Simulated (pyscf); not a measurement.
Structures and frequencies: ωB97X-D3(BJ)/def2-SVP in PySCF.

**Question.** For the elementary gas-phase step HN=SiH–Cl + NH₃ -> HN=Si(NH₂)–Cl + H₂ (singlet surface; H–Si, H–N broken, N–Si, H–H formed), what barrier and reaction energy does ωB97M-D3(BJ)/def2-TZVP give, measured from the separated reactants?

**Answer.** ΔE‡ = 0.81 eV, ΔE = -0.54 eV. Zero-point energy shifts the barrier by -0.05 eV. It is a four-centre exchange, with an imaginary mode of 1472i cm⁻¹. On the reactant side the descent ends in an adduct with a N–Si contact, 1.18 eV under the separated species and 1.97 eV under the saddle at ωB97X-D3(BJ)/def2-TZVP. What is counted as formed (N–Si) is already present as a longer contact in the reactant adduct; forming that adduct is a step of its own. At the saddle there is also a short H–Si contact that neither side keeps. The same reactants have a lower exit, to H₂N–SiH(NH₂)–Cl (barrier -0.80 eV at ωB97M-D3(BJ)/def2-TZVP, against +0.81 eV here). HN=SiH–Cl lies 1.14 eV over its isomer H₂N–Si:–Cl [singlet] (electronic energy, ωB97M-D3(BJ)/def2-TZVP). This is the saddle that the search found; another between the same sides may lie lower.
